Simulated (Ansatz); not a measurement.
# Ethane (C2H6): small, medium and large basis sets

One table from this session's results is given with a row withheld; the runs are named, their logs left out.

The runs use Ansatz 0.2.0, Gaussian basis; one geometry, several basis sets.

Plan: PBE0-D4/def2-SVP; ωB97M-V/def2-SVP; PBE0-D4/def2-QZVPP; ωB97M-V/def2-QZVPP; CCSD(T)/cc-pV(D+d)Z; CCSD(T)/cc-pV(T+d)Z; CCSD(T)/cc-pV(Q+d)Z; the functionals' def2-TZVPP values are taken from earlier runs.

**The relaxed structure**

All runs share one geometry, relaxed beforehand with PBE0-D4 in a triple-zeta def2 set.

SMILES `CC`, 8 atoms, charge 0, spin multiplicity 1.

Atoms are counted from 1 here; the program's logs count them from 0.

Bond lengths: C1–C2 1.519 Å, C1–H3 1.093 Å, C1–H4 1.093 Å, C1–H5 1.093 Å, C2–H6 1.093 Å, C2–H7 1.093 Å, C2–H8 1.093 Å. Angles: C2–C1–H3 111.4°, C2–C1–H4 111.4°, C2–C1–H5 111.4°, H3–C1–H4 107.5°, H3–C1–H5 107.5°, H4–C1–H5 107.5°, C1–C2–H6 111.4°, C1–C2–H7 111.4°, C1–C2–H8 111.4°, H6–C2–H7 107.5°, H6–C2–H8 107.5°, H7–C2–H8 107.5°.

Geometry (Å):

```xyz
8

C    -0.32677    0.13219   -0.67250
C     0.32677   -0.13219    0.67251
H     0.07046   -0.52958   -1.44588
H    -1.40705   -0.02570   -0.62896
H    -0.15863    1.16015   -1.00244
H    -0.07040    0.52964    1.44587
H     1.40706    0.02562    0.62894
H     0.15855   -1.16013    1.00249
```

The first run:

in.yaml

```yaml
crystal:
  periodic: [false, false, false]
  atoms:
    - {symbol: C, position_ang: [-0.326768, 0.132190, -0.672504]}
    - {symbol: C, position_ang: [0.326766, -0.132188, 0.672507]}
    - {symbol: H, position_ang: [0.070462, -0.529575, -1.445884]}
    - {symbol: H, position_ang: [-1.407055, -0.025697, -0.628957]}
    - {symbol: H, position_ang: [-0.158626, 1.160154, -1.002444]}
    - {symbol: H, position_ang: [-0.070402, 0.529638, 1.445868]}
    - {symbol: H, position_ang: [1.407064, 0.025616, 0.628938]}
    - {symbol: H, position_ang: [0.158549, -1.160127, 1.002486]}
basis:
  gaussian: {orbitals: def2-SVP}
hamiltonian: {xc: pbe0, dispersion: d4}
output: {orbitals: {seedname: orbitals}}
```

Command:

```
$ ansatz run in.yaml --threads 2 --pin off --events-out ev --progress --plain --max-ram 32768MiB --backend cpu
```

Steps of the session up to this table: PBE0-D4 in def2-SVP; ωB97M-V in def2-SVP; PBE0-D4 in def2-QZVPP; ωB97M-V in def2-QZVPP.

One of the session's tables, all rows but one given; the rest of the session is left out.

It belongs to the step «Density functionals: the series». 

```
functional       basis  HOMO (eV)  LUMO (eV)
   PBE0-D4    def2-SVP      -9.52       2.12
   PBE0-D4  def2-TZVPP      -9.56       1.44
   PBE0-D4  def2-QZVPP      -9.57       0.92
   ωB97M-V    def2-SVP          ?          ?
   ωB97M-V  def2-TZVPP     -11.92       2.83
   ωB97M-V  def2-QZVPP     -11.93       2.04
```

**Question.** Estimate the row for ωB97M-V, def2-SVP.

The run gave: HOMO (eV): -11.87; LUMO (eV): 3.74. In the column «HOMO (eV)» it lies between ωB97M-V, def2-TZVPP (-11.92) and PBE0-D4, def2-QZVPP (-9.57).
